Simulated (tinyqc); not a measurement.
Orbital energy against energy difference: ionisation energy by orbital energies and by energy differences in the cc-pvdz basis, for H2O, spin multiplicity 1. Computed by the program tinyqc with PySCF. Command: `OMP_NUM_THREADS=1 python tinyqc.py 115010 115011 out.jsonl`; one thread of a shared host (Intel(R) Xeon(R) Processor @ 2.60GHz), about 10 s.

Geometry (angstrom):
```
atom       x        y       z
O     0.0000   0.0000  0.0000
H     0.0000   0.7790  0.5120
H     0.0000  -0.7690  0.5050
```

CCSD(T) difference in the same basis = 12.0231 eV

IP-EOM-CCSD = 11.8639 eV

The cation is unrestricted; errors are against CCSD(T) in this basis, not against experiment.

First vertical ionisation energy (eV):
```
method     -e(HOMO)  E(cation) - E  error of -e(HOMO)  error of the difference
HF           13.399       10.81310              1.376                   -1.210
LDA           6.223       12.72028             -5.801                    0.697
PBE           6.123       12.36360             -5.900                    0.340
B3LYP         7.835       12.39546             -4.188                    0.372
PBE0          8.208       12.27939             -3.815                    0.256
CAM-B3LYP     9.732       12.39084             -2.291                    0.368
LC-wPBE      11.214       12.44631             -0.809                    0.423
```

Koopmans errs by +1.38 eV and Delta-HF by -1.21 eV: relaxation, 2.59 eV, lowers the value and the missing correlation difference works against it. The PBE level is off by -5.9 eV through the wrong tail of its potential, though its energy difference is off by +0.34 eV; exact exchange deepens the level, and among the orbital energies LC-wPBE comes closest; among the differences PBE0 does.
